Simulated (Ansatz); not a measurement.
Results of the Gaussian-basis code of Ansatz.

A structure relaxed at PBE0-D4/def2-TZVP, charge 0, multiplicity 1:

Cartesian coordinates in Å:
```
C 0.6636 -0.1870 0.4705
C -0.5220 0.2205 -0.3568
F -0.7172 1.5514 -0.2641
Cl -0.2672 -0.1666 -2.0717
Cl -2.0025 -0.5801 0.2115
H 0.4779 0.0842 1.5102
H 1.5462 0.3386 0.1045
H 0.8213 -1.2610 0.3959
```

(1) Give its formula and SMILES.

(2) Point group (tolerance 0.08 Å, 0.16 Å for H)?

(3) Summarise the bond lengths by kind.

Answers

(1) C2H3Cl2F, `CC(F)(Cl)Cl`.

(2) Cs.

(3) 1 × C–C 1.502 Å; 3 × C–H 1.088 to 1.090 Å; 1 × C–F 1.348 Å; 2 × C–Cl 1.776 Å.
